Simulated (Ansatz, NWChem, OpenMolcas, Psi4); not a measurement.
Errors in the dipole moment

7 molecules; the dipole moment in D, computed less measured. Shapes, held fixed at every level: PBE0-D4/def2-TZVP. No vibrational averaging. Dipoles are compared by magnitude; molecules under 1 D, whose direction can flip, are left out. Programs: Ansatz 0.2.0, NWChem 7.3.0, OpenMolcas 26.06, Psi4 1.11. A level may come from different programs for different species; with the same settings they agree closely. Measured values: NIST CCCBDB.

Levels: A = r2SCAN-D4/def2-TZVPP; B = B3LYP/6-31G* (spherical functions); C = PBE0/def2-TZVP.

| molecule | measured | A | B | C |
| --- | --- | --- | --- | --- |
| HNC (hydrogen isocyanide) | 3.05 | +0.09 | -0.07 | +0.06 |
| SF2 (SMILES FSF) | 1.05 | -0.12 | +0.09 | +0.01 |
| CH2N2 (cyanamide) | 4.32 | +0.39 | +0.21 | +0.35 |
| C2H3F (SMILES C=CF) | 1.43 | -0.17 | -0.23 | -0.09 |
| C2H3N (acetonitrile) | 3.92 | +0.13 | -0.13 | +0.10 |
| CH4O (methanol) | 1.70 | -0.10 | -0.04 | -0.03 |
| CH5N (SMILES CN) | 1.31 | -0.03 | +0.10 | +0.04 |

(1) Which level does best on this set, which worst, and which err to one side?

Answers

(1) 
| level | kind | mean error | mean absolute error | worst case |
| --- | --- | --- | --- | --- |
| r2SCAN-D4/def2-TZVPP | meta-GGA | +0.027 | 0.147 | CH2N2 |
| B3LYP/6-31G* (spherical functions) | global hybrid | -0.010 | 0.124 | C2H3F |
| PBE0/def2-TZVP | global hybrid | +0.063 | 0.097 | CH2N2 |

On this set PBE0/def2-TZVP has the smallest mean absolute error and r2SCAN-D4/def2-TZVPP the largest. Without CH2N2 the largest would be that of B3LYP/6-31G* (spherical functions). PBE0/def2-TZVP is too high in 5 of 7. The levels differ in basis as well as in method. The smallest two are near a tie. The largest two are near a tie. The set is small.
